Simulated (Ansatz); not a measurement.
Energy needed to pull apart SiNH4 (SMILES [NH][SiH3]), doublet, into free ground-state atoms, from the structure below (displaced at random from its PBE0-D4/def2-TZVP minimum); no zero-point or spin–orbit terms; open-shell atoms are treated unrestricted, in their ground-state multiplicity.

N1  (0.487, -0.973, 0.913)
Si2  (-0.191, 0.392, -0.030)
H3  (0.869, -1.406, 0.309)
H4  (-1.292, -0.111, -1.087)
H5  (0.850, 0.722, -1.110)
H6  (-0.761, 1.601, 0.750)
(Å)

Ansatz 0.2.0; basis: def2-TZVPP; cores frozen in the correlated methods; orbitals are unrestricted.

| method | atomization energy (kcal/mol) |
| --- | --- |
| PBE-D4 | 366.9 |
| r2SCAN-D4 | 365.9 |
| PBE0-D4 | ? |
| wB97M-V | ? |
| HF | 252.2 |
| MP2 | 345.9 |
| CCSD | 348.3 |
| CCSD(T) | 352.0 |

(1) What does wB97M-V give? (An estimate is asked for; the value comes from the calculation.)

(2) What does PBE0-D4 give? (An estimate is asked for; the value comes from the calculation.)

T1 diagnostic: at most 0.017. ⟨S²⟩ of the unrestricted Hartree–Fock references: 0.76 (a pure state has 0.75).

## Answers

(1) Computed: 366.8 kcal/mol, which is about 14.8 kcal/mol more than CCSD(T)/def2-TZVPP.

(2) By the calculation: 361.1 kcal/mol, which is about 9.1 kcal/mol more than CCSD(T)/def2-TZVPP.

In triple zeta the MP2 and coupled-cluster atomization energies are still short of their basis limit by a few kcal/mol a bond, whereas those of the functionals are nearly converged, so these differences are not deviations from converged CCSD(T).

For scale, one of the runs: CCSD(T)/def2-TZVPP forces, 129 basis functions (an equivalent command: `ansatz run in.yaml --threads 2`). The run took 97 s on 2 CPU threads (shared host), with 2.2 GiB of host memory at its peak.
